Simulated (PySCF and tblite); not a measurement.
Ethane, 1,1,2-trifluoro, C₂H₃F₃, numbered as in [F:1][CH2:2][CH:3]([F:4])[F:5].

Search: ETKDG and KDG, MMFF94s, GFN2-xTB, 60 starts; geometries at GFN2-xTB. Energies: TPSS-D3(BJ)/def2-TZVP (IEF-PCM, tetrahydrofuran), with GFN2-xTB thermal terms (modes under about 100 cm⁻¹ blended into free rotors). Symmetry numbers and mirror images are counted. Conformers within 4 kcal/mol (GFN2-xTB free energy) were kept, 10 at most. Couplings: B3LYP/pcJ-1. Couplings are for ¹³C, ¹⁹F, ¹H; a prime marks the second kind of pair between the same two sets of atoms. Codes: tblite and PySCF.

Torsions listed: F1–C2–C3–F4. Of a mirror pair one member is shown.

```
conformer  shape  weight %
        1   -59°      63.2
        2    94°      36.8
```

**Question.** Give the couplings in each conformer and the averages at 298.15 K (pairs that fast motion interchanges averaged).

**Answer.** 
```json
{"coupling": "¹J(F1,C2)", "pairs": "1", "1": "-247.6", "2": "-231.3", "average (Hz)": "-241.6"}
{"coupling": "²J(F1,C3)", "pairs": "1", "1": "17.2", "2": "33.2", "average (Hz)": "23.1"}
{"coupling": "²J(F1,H2)", "pairs": "2", "1": "52.5", "2": "53.2", "average (Hz)": "52.8"}
{"coupling": "³J(F1,H3)", "pairs": "1", "1": "19.9", "2": "13.2", "average (Hz)": "17.4"}
{"coupling": "¹J(C2,C3)", "pairs": "1", "1": "49.4", "2": "56.3", "average (Hz)": "52.0"}
{"coupling": "²J(C2,F4)", "pairs": "2", "1": "18.8", "2": "32.0", "average (Hz)": "23.7"}
{"coupling": "¹J(C2,H2)", "pairs": "2", "1": "155.8", "2": "157.3", "average (Hz)": "156.3"}
{"coupling": "²J(C2,H3)", "pairs": "1", "1": "15.6", "2": "2.5", "average (Hz)": "10.8"}
{"coupling": "¹J(C3,F4)", "pairs": "2", "1": "-309.0", "2": "-303.3", "average (Hz)": "-306.9"}
{"coupling": "²J(H2,C3)", "pairs": "2", "1": "1.9", "2": "-2.3", "average (Hz)": "0.4"}
{"coupling": "¹J(C3,H3)", "pairs": "1", "1": "180.0", "2": "189.9", "average (Hz)": "183.7"}
{"coupling": "³J(H2,F4)", "pairs": "2", "1": "3.4", "2": "13.2", "average (Hz)": "7.0"}
{"coupling": "³J(H2,F4′)", "pairs": "2", "1": "28.7", "2": "13.8", "average (Hz)": "23.2"}
{"coupling": "²J(H3,F4)", "pairs": "2", "1": "57.6", "2": "60.2", "average (Hz)": "58.6"}
{"coupling": "²J(H2,H2)", "pairs": "1", "1": "-10.5", "2": "-10.7", "average (Hz)": "-10.6"}
{"coupling": "³J(H2,H3)", "pairs": "2", "1": "0.5", "2": "2.8", "average (Hz)": "1.4"}
```

Computed couplings to fluorine can be off by tens of per cent at such levels.

F–F couplings are left out: such levels miss them by tens of Hz and can give the wrong sign.
